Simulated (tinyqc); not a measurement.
A ladder of methods, and size consistency: correlation methods against full CI in the sto-3g basis, for LiH, spin multiplicity 1. Computed by the program tinyqc with PySCF. All electrons correlated; +Q is the Davidson correction (1 - c0^2) E_corr. The last columns treat two copies 100 angstrom apart as one system. FCI is the lowest singlet.

Geometry (angstrom):

| atom | x | y | z |
|---|---|---|---|
| Li | 0.0000 | 0.0000 | 0.0000 |
| H | 0.0000 | 0.0000 | 2.0100 |

RHF energy of one = -7.829829 hartree

Correlation energies (hartree):

| method | E_corr of one | share of FCI (%) | E_corr of two at 100 angstrom | two minus twice one (mhartree) |
|---|---|---|---|---|
| MP2 | -0.017640 | 57.8122 | -0.035280 | -4.97e-05 |
| CISD | -0.030490 | 99.9265 | -0.058181 | 2.7984 |
| CISD+Q | -0.032086 | 105.1584 | -0.063135 | 1.0375 |
| CCSD | -0.030494 | 99.9407 | -0.060988 | -1.20e-04 |
| CCSD(T) | -0.030509 | 99.9886 | -0.061018 | -1.19e-04 |
| FCI | -0.030512 | 100.0000 | - | - |

What does the comparison show, and why?

MP2 recovers 58 %, CISD 99.9 % and CCSD 99.9 % of the FCI value (c0^2 = 0.948 in CISD). MP2 and coupled cluster are size consistent, so their last column vanishes but for a trace of long-range electrostatics; CISD loses 2.80 mhartree, since a double excitation on each copy is a quadruple of the pair, and the Davidson correction leaves +1.04.
